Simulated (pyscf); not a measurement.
H₃C–CH₂–ZnH + water (H₂O) → ethane (H₃C–CH₃) + HO–ZnH, a four-centre exchange (singlet surface; C–Zn, H–O broken, C–H, O–Zn formed). Single points on ωB97X-D3(BJ)/def2-SVP structures (PySCF, gas phase). Energies in eV from the separated reactants.

Small-basis levels: PySCF, no dispersion term, spherical d functions. 

**Question.** In single points SVWN5/6-31G*+LANL2DZ puts the saddle at -0.37 eV and the reaction energy at -1.09 eV. Should these be trusted to within a few kcal/mol? Compare with ωB97M-D3(BJ)/def2-TZVP.

**Answer.** ωB97M-D3(BJ)/def2-TZVP gives ΔE‡ = 0.74 eV and ΔE = -0.86 eV. SVWN5/6-31G*+LANL2DZ lies 1.11 eV under it in the barrier and 0.23 eV under it in the reaction energy, so on this step it does not hold to within 0.13 eV. At SVWN5/6-31G*+LANL2DZ this geometry lies under one side, so its ΔE‡ may be no barrier of that level. ωB97M-D3(BJ)/def2-TZVP has limits of its own. On the reactant side the descent ends in a complex, 0.35 eV under the separated species and 1.06 eV under the saddle at ωB97X-D3(BJ)/def2-TZVP. One saddle was located; it need not be the lowest between these sides. In the def2 sets elements up to Kr have no core potential.
